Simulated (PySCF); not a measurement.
Dissociation curve of S2, triplet.

- NEVPT2 = SC-NEVPT2 on CASSCF(12,8)/cc-pVDZ, all electrons correlated (PySCF)
- UKS-CAM-B3LYP = PySCF 2.14.0 with unrestricted CAM-B3LYP/cc-pVDZ
- UKS-B3LYP/3-21G = unrestricted B3LYP/3-21G run with PySCF

Energies are in kJ/mol, each relative to the lowest point of its own curve near equilibrium.

| R / Å | NEVPT2 | UKS-CAM-B3LYP | UKS-B3LYP/3-21G |
|---|---|---|---|
| 1.53 | 489.6 | 451.3 | 681.2 |
| 1.62 | 249.2 | 221.9 | ___ |
| 1.68 | 146.3 | 125.2 | 269.1 |
| 1.78 | ___ | 33.4 | 126.8 |
| 1.84 | 16.0 | ___ | ___ |
| 1.89 | 3.6 | 0.0 | 42.7 |
| 1.94 | 0.0 | 0.4 | 21.6 |
| 2.00 | 4.5 | 9.9 | ___ |
| 2.08 | 21.1 | 33.7 | 0.0 |
| 2.16 | 45.8 | 66.2 | ___ |
| 2.35 | 118.7 | 160.3 | 46.0 |

Question: Some entries are withheld; supply them.

Answer: 
- 1.62, UKS-B3LYP/3-21G: 398.5
- 1.78, NEVPT2: 45.9
- 1.84, UKS-CAM-B3LYP: 8.4
- 1.84, UKS-B3LYP/3-21G: 73.6
- 2.00, UKS-B3LYP/3-21G: 6.6
- 2.16, UKS-B3LYP/3-21G: 4.9

The scan ran from 1.53 to 7.49 Å; beyond the distances shown one of the unrestricted levels run for this scan, shown here or not, changes its spin distribution in one step.
